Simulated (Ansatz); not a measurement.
# C3H6F: the cost of one run

Computed with Ansatz 0.2.0 (the levels named in each step, unless a step's input says otherwise).

### 1 Starting point

Bond lengths: C2–C3 1.373 Å, C3–C4 1.373 Å, F1–H5 0.933 Å, C2–H6 1.076 Å, C2–H7 1.074 Å, C3–H8 1.084 Å, C4–H9 1.076 Å, C4–H10 1.075 Å. Angles: C2–C3–C4 124.4°, C2–C3–H8 117.9°, C4–C3–H8 117.7°, C3–C2–H6 120.7°, C3–C2–H7 122.0°, H6–C2–H7 117.3°, C3–C4–H9 120.8°, C3–C4–H10 121.8°, H9–C4–H10 117.3°.

Structure file:

```xyz
10

F    -2.1282    1.1277   -1.6293
C     0.0222    0.1254    1.0598
C     1.0630   -0.4481    0.3728
C     2.0143   -1.2578    0.9414
H    -1.9793    0.2616   -1.9414
H    -0.0974   -0.0408    2.1162
H    -0.6921    0.7669    0.5781
H     1.1438   -0.2450   -0.6889
H     1.9889   -1.4843    1.9929
H     2.8165   -1.6808    0.3648
```

### 2 A rough first relaxation, PBE-D4/def2-SVP

This run stands in another session on the same molecule. It ended at:

```xyz
10

F    -1.3600    0.2161   -1.6366
C    -0.1512    0.3331    1.0283
C     0.9175   -0.1619    0.2790
C     1.7460   -1.2159    0.6644
H    -1.1303   -0.1627   -0.8048
H    -0.4048   -0.0980    2.0107
H    -0.7424    1.1911    0.6753
H     1.1082    0.3135   -0.6997
H     1.5968   -1.7331    1.6263
H     2.5717   -1.5573    0.0234
```

### 3 Relaxation, r2SCAN-D4/def2-TZVPP

input.yaml reads:

```yaml
crystal:
  periodic: [false, false, false]
  atoms:
    - { symbol: F, position_ang: [-1.36003895, 0.21611143, -1.63663036] }
    - { symbol: C, position_ang: [-0.1511902, 0.3330663, 1.02833729] }
    - { symbol: C, position_ang: [0.91752401, -0.16191556, 0.27897226] }
    - { symbol: C, position_ang: [1.746001, -1.21586242, 0.66442641] }
    - { symbol: H, position_ang: [-1.13025319, -0.16265524, -0.80476186] }
    - { symbol: H, position_ang: [-0.40482626, -0.09803527, 2.01068887] }
    - { symbol: H, position_ang: [-0.74241476, 1.19110892, 0.6752595] }
    - { symbol: H, position_ang: [1.1082483, 0.31345942, -0.69969821] }
    - { symbol: H, position_ang: [1.59683095, -1.73312806, 1.62628552] }
    - { symbol: H, position_ang: [2.57171909, -1.55728952, 0.02339057] }
magnetization:
  spin_polarized: true
  initial_magnetization: 1
basis:
  gaussian: { orbitals: def2-TZVPP }
hamiltonian:
  xc: r2scan
  dispersion: d4
relax:
  f_tol: 0.002
  max_steps: 150
```

The run is started by

```console
> ansatz run input.yaml --threads 4 --pin off --max-ram 10240MiB --backend cpu --events-out ev --progress --plain --runs-dir out
```

**Question.** How long does this run take on 4 threads of Intel Xeon at 2.50GHz (Skylake/Cascade Lake), shared host, and how much memory does it need?

About 2.6 min, with a peak of 0.51 GiB.
